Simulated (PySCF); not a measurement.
Compound: C5H8.
SMILES with atom numbers: `[CH2:1]=[C:2]1[CH2:3][C@@H:4]1[CH3:5]` (hydrogens: H6, H7 on C1; H8, H9 on C3; H10 on C4; H11, H12, H13 on C5)

The closed-shell ground state was solved at several levels (PySCF, density fitting, gas phase, non-relativistic). Isolated species at its PBE0-D3(BJ)/def2-SVP geometry, gas phase.

```tsv
level	basis functions	total energy (Eh)	HOMO (eV)	LUMO (eV)	gap (eV)	dipole (D)
B3LYP/pcJ-1	215	-195.2955	-7.12	-0.04	7.08	0.49
KT2/pcSseg-2	292	-198.8280	-6.23	-0.93	5.30	0.54
PBE0/def2-SVPD	164	-194.9089	-7.39	0.08	7.47	0.52
```

What might PBE0/pcSseg-1 (125 basis functions) give for the same quantities?

Total energy -195.0124 Eh, HOMO -7.37 eV, LUMO 0.18 eV, gap 7.55 eV, dipole 0.48 D.

Over all these levels, which gives the widest orbital gap and which the narrowest?

PBE0/pcSseg-1 (global hybrid, 25 % exact exchange) has the widest, 7.55 eV, and KT2/pcSseg-2 (GGA) the narrowest, 5.30 eV. Functional and basis both differ between the two, so the spread mixes both effects.

How far do the dipole and the HOMO energy spread over the levels?

The dipole runs from 0.48 to 0.54 D (mean 0.51 D) and the HOMO from -7.39 to -6.23 eV.
